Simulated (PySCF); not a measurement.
# CCl4: singlet, from a tetrahedral start

The task is one start of a wider search on CCl4: the singlet, from a tetrahedral start. It is relaxed, tested by its Hessian and followed downhill if it is a saddle.

Program: PySCF 2.14.0. Level of theory: B3LYP, basis C def2-TZVP, Cl def2-TZVP, no relativity, density fitting. These are calculated values, not measurements.

## Step 1: Where the work starts

5 atoms, charge 0, spin multiplicity 1.

Bond lengths: C1–Cl2 1.740 Å, C1–Cl3 1.740 Å, C1–Cl4 1.740 Å, C1–Cl5 1.740 Å. Angles: Cl2–C1–Cl3 109.5°, Cl2–C1–Cl4 109.5°, Cl2–C1–Cl5 109.5°, Cl3–C1–Cl4 109.5°, Cl3–C1–Cl5 109.5°, Cl4–C1–Cl5 109.5°.

```xyz
5
charge 0 multiplicity 1
C     0.0000    0.0000    0.0000
Cl   -1.0047   -1.0045    1.0047
Cl    1.0047   -1.0045   -1.0047
Cl   -1.0047    1.0045   -1.0047
Cl    1.0047    1.0045    1.0047
```

## Step 2: Finding the electronic state

The steps below are one call of a driver around PySCF. For each, scf.py gives the equivalent set-up of the SCF; relaxations use the driver's own optimiser. After this first run the driver tries any further starts and a stability analysis.

Contents of scf.py:

```python
from pyscf import gto, scf, dft
mol = gto.M(atom='''
C      0.000000     0.000000     0.000000
Cl    -1.004660    -1.004500     1.004660
Cl     1.004660    -1.004500    -1.004660
Cl    -1.004660     1.004500    -1.004660
Cl     1.004660     1.004500     1.004660''',
    basis={'C': 'def2-TZVP', 'Cl': 'def2-TZVP'},
    charge=0, spin=0)
mf = dft.RKS(mol, xc='B3LYP')
mf.grids.atom_grid = (50, 194)
aux = {'C': 'def2-universal-JKFIT', 'Cl': 'def2-universal-JKFIT'}
mf = mf.density_fit(auxbasis=aux)
mf.conv_tol = 1e-08
mf.diis_space = 10
mf.max_cycle = 60
mf.init_guess = 'minao'
mf.verbose = 4
mf.kernel()
```

Started as:

```console
$ OMP_NUM_THREADS=4 python axn.py task.json out
```

After this run come: Tetrahedral start, singlet: relaxation; Frequencies.

Before running it: what results should come out? Wanted: minimum; geometry; wavenumbers; dipole moment; highest occupied, lowest empty level; polar-tensor charge of C1; zero-point energy; atomisation energy.

**Answer**, as computed:

| quantity | value |
| --- | --- |
| minimum | singlet, Td |
| geometry | C–Cl 1.781 Å (×4); Cl–C–Cl 109.5° (×6) |
| wavenumbers (cm⁻¹) | 215 (e), 311 (t2), 451 (a1), 741 (t2) |
| dipole moment | 0.00 D |
| highest occupied, lowest empty level | -8.80, -1.92 eV |
| polar-tensor charge of C1 | +1.34 e |
| zero-point energy | 24.1 kJ/mol |
| entropy at 298.15 K | 310.7 J/(mol K) |
| atomisation energy (no zero-point energy) | 1242 kJ/mol |

**Reading.** The molecule stays Td, as typed, and the end point is a minimum. In the infrared the band at 741 cm⁻¹ (t2) leads. The dipole vanishes although C1 carries +1.3 e by the polar tensor: the bond dipoles cancel. Other starts or spin states, not run here, may lie lower.
